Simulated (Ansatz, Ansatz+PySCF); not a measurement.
```xyz
6

C     0.0000   -0.3788   -0.0481
O     0.0000   -0.3593    1.0615
N     0.0000    0.6255   -0.7860
H     0.0000   -1.2539   -0.5904
H     0.0000    0.5492   -1.7118
H     0.0000    1.4732   -0.3992
```

RHF on singlet CH₃NO was run in several spherical basis sets with Ansatz (development build ahead of 0.2.0). Caution for RHF: no unrestricted run beside it, a lower state can exist.

Q: Rank the basis sets by the total energy that they give, lowest first, with the distance from the lowest.
A. def2-SVP
B. cc-pVTZ
C. cc-pVDZ
D. 6-31G(d)
E. def2-TZVP

A: E (0.00 eV), B (0.16 eV), C (1.81 eV), D (2.31 eV), A (5.63 eV).

Totals follow the description of the cores as much as that of the bonds, so this order isn't one of quality for chemistry.
